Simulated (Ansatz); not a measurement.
Coupled-cluster run, AlClHO, SMILES `[O][AlH][Cl]` radical.

```yaml
crystal:
  periodic: [false, false, false]
  atoms:
    - {symbol: O, position_ang: [0.290638, -1.035926, 1.350607]}
    - {symbol: Al, position_ang: [0.118421, 0.049009, 0.015597]}
    - {symbol: Cl, position_ang: [-1.573206, -0.210557, -1.168755]}
    - {symbol: H, position_ang: [1.219745, 1.137275, -0.217849]}
basis:
  gaussian: {orbitals: def2-TZVPP}
magnetization: {spin_polarized: true, initial_magnetization: 1}
correlation: {method: ccsd_t}
scf: {omitted_lower_state_checks: [cluster_reference]}
output: {orbitals: {seedname: orbitals}}
```

```sh
$ ansatz run in.yaml --threads 2 --pin off --events-out ev --progress --plain
```

Log, shortened:

```
Functional definition: HF
779 factors; integrals over basis functions are off by at most 1.7e-3 eV
mean field evaluation 1: about -21131.4894 eV, gradient 3.8e1 eV
mean field evaluation 2: about -21131.4925 eV, gradient 3.8e1 eV
mean field evaluation 4: about -21141.0638 eV, gradient 1.0e1 eV
mean field evaluation 8: about -21142.7427 eV, gradient 1.0e0 eV
mean field evaluation 16: about -21142.9113 eV, gradient 1.5e-4 eV
mean field -21142.91134659 eV, -776.9876608070 hartree, gradient 1.6e-6 eV, S^2 0.757726; 6 other end points of the search recorded, 0 dependent functions left out
11 core orbitals not correlated: weight in the atoms' cores, before any rotation towards them, 1.000 or more for the frozen orbitals, at most 0.000 for the correlated occupied ones
reference -21142.91134659 eV, -776.9876608070 hartree; 9, 8 occupied and 109, 110 virtual orbitals, 779 factors
second order -12.10136202 eV of doubles, -0.00000000 eV of singles
cycle   1  -12.73653065 eV  change   -6.4e-1 eV  update   7.1e-2
cycle   2  -13.01172409 eV  change   -2.8e-1 eV  update   2.2e-2
cycle   3  -13.08169973 eV  change   -7.0e-2 eV  update   1.4e-2
cycle   4  -13.07826503 eV  change    3.4e-3 eV  update   5.2e-3
cycle   5  -13.07785465 eV  change    4.1e-4 eV  update   2.8e-3
cycle   6  -13.07990090 eV  change   -2.0e-3 eV  update   1.3e-3
cycle   7  -13.08008800 eV  change   -1.9e-4 eV  update   5.8e-4
cycle   8  -13.08019021 eV  change   -1.0e-4 eV  update   3.0e-4
cycle   9  -13.08022609 eV  change   -3.6e-5 eV  update   2.0e-4
cycle  10  -13.08010098 eV  change    1.3e-4 eV  update   1.7e-4
cycle  11  -13.08015767 eV  change   -5.7e-5 eV  update   1.3e-4
cycle  12  -13.08018345 eV  change   -2.6e-5 eV  update   9.7e-5
cycle  13  -13.08021289 eV  change   -2.9e-5 eV  update   6.2e-5
cycle  14  -13.08020663 eV  change    6.3e-6 eV  update   3.2e-5
cycle  15  -13.08018731 eV  change    1.9e-5 eV  update   1.4e-5
perturbative correction -0.45603634 eV, -0.0167590264 hartree
Total energy: -21156.44757024 eV, -777.4851078511 hartree
Checks for a lower state left out: cluster_reference
```

Hardware: 2 threads of a server CPU on a shared host. Wall time 27 s, peak host memory 1.3 GiB.

The correlation energy is -13.536 eV, 3.4 % of it from (T); the T1 diagnostic reads 0.0131.
